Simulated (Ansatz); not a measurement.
Input file for `c1cnccn1`:

```yaml
crystal:
  periodic: [false, false, false]
  atoms:
    - {symbol: C, position_ang: [0.476596, -0.947733, -0.800161]}
    - {symbol: C, position_ang: [-0.498573, -1.217137, 0.150572]}
    - {symbol: N, position_ang: [-0.972644, -0.276117, 0.956662]}
    - {symbol: C, position_ang: [-0.459964, 0.937510, 0.800728]}
    - {symbol: C, position_ang: [0.515196, 1.206920, -0.150013]}
    - {symbol: N, position_ang: [0.989278, 0.265894, -0.956094]}
    - {symbol: H, position_ang: [0.851422, -1.732609, -1.450660]}
    - {symbol: H, position_ang: [-0.905421, -2.217981, 0.262224]}
    - {symbol: H, position_ang: [-0.834806, 1.722384, 1.451225]}
    - {symbol: H, position_ang: [0.922016, 2.207769, -0.261684]}
basis:
  gaussian: {orbitals: def2-TZVPP}
correlation: {method: ccsd_t}
output: {orbitals: {seedname: orbitals}}
```

```sh
$ ansatz run in.yaml --threads 4 --pin off --events-out ev --progress --plain
```

Output of Ansatz, abridged:

```
Functional definition: HF
1488 factors; integrals over basis functions are off by at most 6.2e-4 eV
mean field evaluation 1: about -7147.0644 eV, gradient 3.3e1 eV
mean field evaluation 2: about -7147.4456 eV, gradient 3.3e1 eV
mean field evaluation 4: about -7150.5014 eV, gradient 5.1e0 eV
mean field evaluation 8: about -7150.5723 eV, gradient 2.9e-1 eV
mean field -7150.57285993 eV, -262.7787057700 hartree, gradient 1.4e-6 eV, S^2 0.000000; 0 other end points of the search recorded, 0 dependent functions left out; unrestricted orbitals would lower it
6 core orbitals not correlated: weight in the atoms' cores, before any rotation towards them, 1.000 or more for the frozen orbitals, at most 0.000 for the correlated occupied ones
reference -7150.57285993 eV, -262.7787057700 hartree; 15, 15 occupied and 221, 221 virtual orbitals, 1488 factors
second order -27.59833762 eV of doubles, -0.00000000 eV of singles
cycle   1  -26.96755625 eV  change    6.3e-1 eV  update   1.3e-1
cycle   2  -27.75887889 eV  change   -7.9e-1 eV  update   4.1e-2
cycle   3  -27.91896263 eV  change   -1.6e-1 eV  update   1.6e-2
cycle   4  -27.91083653 eV  change    8.1e-3 eV  update   4.5e-3
cycle   5  -27.91196054 eV  change   -1.1e-3 eV  update   1.9e-3
cycle   6  -27.91308092 eV  change   -1.1e-3 eV  update   4.3e-4
cycle   7  -27.91289208 eV  change    1.9e-4 eV  update   1.4e-4
cycle   8  -27.91287920 eV  change    1.3e-5 eV  update   3.6e-5
perturbative correction -1.50901361 eV, -0.0554552272 hartree
Total energy: -7179.99475273 eV, -263.8599403876 hartree
```

Hardware: 4 threads of a server CPU on a shared host. Wall time 98 s, peak host memory 5.2 GiB.

The correlation energy is -29.422 eV, 5.1 % of it from (T); the T1 diagnostic reads 0.0113.
